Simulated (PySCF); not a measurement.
Predicted microwave data (PBE0-D3(BJ)/def2-SVP geometry optimisation, gas phase in PySCF) for one isomer of C2H8N2:

```
Rotational constants : A = 15217, B = 5239, C = 4455 MHz
Dipole components    : |μa| = 0.95 D, |μb| = 0.06 D, |μc| = 1.14 D
Inertial defect      : -16.25 u·Å²
κ                    : -0.85
```

Question: Which candidate fits, each taken in the one conformer that was computed?
A. `[NH2:1][CH2:2][CH2:3][NH2:4]` with H–N1–C2–C3 -169° and 75°, N1–C2–C3–N4 -55°, C2–C3–N4–H -168° and 76° (ethylenediamine)
B. `[CH3:1][CH2:2][NH:3][NH2:4]` with C1–C2–N3–N4 72°, C2–N3–N4–H -85° and 34°
C. `[CH3:1][NH:2][NH:3][CH3:4]` with C1–N2–N3–C4 157°

Answer: B. It is CCNN, an asymmetric top, point group C1. The candidates at the same level (rigid rotor, commonest isotopes):

| SMILES | A (MHz) | B (MHz) | C (MHz) | μa (D) | μb (D) | μc (D) | Δ (u·Å²) | point group | rotor |
| --- | --- | --- | --- | --- | --- | --- | --- | --- | --- |
| CNNC | 27912 | 4197 | 4010 | 0.00 | 0.00 | 1.67 | -12.48 | C2 | near-prolate asymmetric top |
| NCCN | 14330 | 5493 | 4419 | 0.00 | 0.06 | 0.00 | -12.91 | C2 | asymmetric top |
| CCNN | 15217 | 5239 | 4455 | 0.95 | 0.06 | 1.14 | -16.25 | C1 | asymmetric top |

`CNNC` has A 83 % too high; `NCCN` has A 6 % too low. No structure here is proved a minimum.
